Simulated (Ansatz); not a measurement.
System: C₂H₄N, charge 1, singlet. C2H4N+ (SMILES [NH+]#CC).
B3LYP-D3(BJ)/def2-TZVP minimum from Ansatz (a quantum-chemistry and plane-wave program):
```xyz
7

C     -0.0096     0.0076    -1.2657
C      0.0013    -0.0010     0.1678
N      0.0099    -0.0079     1.3057
H      0.0063     1.0433    -1.6163
H      0.8734    -0.5230    -1.6324
H     -0.9166    -0.4909    -1.6186
H      0.0175    -0.0140     2.3151
```
Charge +1, spin multiplicity 1.

Hartree-Fock and CCSD(T) correlation energies in hartree (Ansatz). Radicals and triplets start from unrestricted determinants; spin-orbit coupling is neglected. Cores are frozen in correlated methods. No relativity.

```
basis    X       E(HF)  E(corr, CCSD(T))
-------  -  ----------  ----------------
cc-pVTZ  3  -132.28738          -0.54798
cc-pVQZ  4  -132.29611          -0.57626
cc-pV5Z  5  -132.29805          withheld
```

Q: Fit E(corr) = E∞ + A/X³ to X = 3 and 4, predict X = 5, and compare with the run.

A: A = (-0.54798 - (-0.57626))/(1/27 - 1/64) = 1.3208; E∞ = -0.57626 - A/64 = -0.59690; at X = 5, E∞ + A/125 = -0.58633. The run gave -0.58527, 1.06 mEh above the prediction. The same form on X = 4 and 5 gives E∞ = -0.59472, 2.17 mEh above the first estimate.
